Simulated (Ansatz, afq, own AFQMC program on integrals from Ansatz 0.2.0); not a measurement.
# Where AFQMC and coupled cluster stand for SiNH₄, doublet

```tsv
atom	x (Å)	y (Å)	z (Å)
Si	-0.0906	0.0000	0.5953
N	0.1128	0.0000	-1.1178
H	0.5792	-1.2268	1.1210
H	0.5792	1.2268	1.1210
H	-0.0998	-0.8301	-1.6484
H	-0.0998	0.8301	-1.6484
```

Connectivity, by distances: SiH2–NH2.

Basis 6-31G. Only valence electrons are correlated. Ansatz 0.2.0 and our own AFQMC program on the same integrals; the CISD trial comes from CCSD amplitudes, and released means the phaseless constraint is let go. Uncertainties: one standard error, sampling alone.

Determinant: UHF, the one that the program's search chose, which needn't be the lowest solution. The geometry is a PBE0/def2-TZVP stationary point of this or a neighbouring charge and spin state.

No full CI on the walks' own integrals is used here; CCSDTQ serves as the reference and is uncertain by about the last step of the cluster series.

- T1 diagnostic: 0.0161
- weight of the determinant in the CISD state: 0.911
- ⟨S²⟩ of the determinant: 0.754
- size of the correlated space: 13 electrons in 24 orbitals

Reference: CCSDTQ, correlation energy -5.010 eV. The released energy is read at 2.40 1/Eh (meV from the phaseless value at times in 1/Eh: 2 ± 3 at 0.24, 3 ± 3 at 0.51, 1 ± 3 at 0.99, -0.2 ± 2.1 at 1.62, 1 ± 3 at 2.40).

```csv
level,E − E(reference) (kJ/mol),share of correlation (%)
HF,483.4,0.00
MP2,70.6,85.39
CCSD,10.3,97.87
CCSD(T),2.2,99.54
CCSDT,1.0,99.79
CCSDT(Q),-0.1,100.02
ph-AFQMC/HF,0.5 ± 2.6,99.90
ph-AFQMC/CISD,0.1 ± 0.3,99.98
released AFQMC,0.2 ± 0.3,99.96
```

CCSDT and higher add their correlation energy to the determinant of the CCSD(T) run, since their own runs factorise the integrals more tightly (a shift of under 2 meV). A walk keeps the symmetry of its determinant, which the program's search chose and which needn't be the lowest solution, so a lower state of the same spin and another symmetry isn't excluded. Released energies are given only where the last usable release times agree within the noise; a slower fall can still hide under it.
